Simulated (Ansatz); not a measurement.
System: rock-salt MgS. Method: PBE (PAW; Ansatz, a program for electronic structure).

Run with plane-wave cutoff 520 eV, 12×12×12 k mesh, perturbation theory, scalar-relativistic PAW data made under PBE.

Cell (measured lattice):

```
MgS
1.0
    0.00000     2.60165     2.60165
    2.60165     0.00000     2.60165
    2.60165     2.60165     0.00000
Mg S
1 1
Direct
  0.00000   0.00000   0.00000
  0.50000   0.50000   0.50000
```

**Question.** Predict the Born effective charge (magnitude), LO(Γ) frequency, high-frequency dielectric constant, static dielectric constant and TO(Γ) frequency.

**Answer.** 
- Born effective charge (magnitude) = 2.33 e
- LO(Γ) frequency = 395 cm⁻¹
- high-frequency dielectric constant = 5.41
- static dielectric constant = 15.4
- TO(Γ) frequency = 234 cm⁻¹

Measured, for comparison: zone-centre TO phonon frequency 240 cm⁻¹ (temperature not stated, not corrected to a static lattice; as tabulated in Chmeruk and Núñez-Valdez (2023), arXiv:2212.11645). Computed (rounded) less measured: zone-centre TO phonon frequency -2 %.

Note: the cell isn't this level's own, so it is under some stress, which shifts stiffness and frequencies.
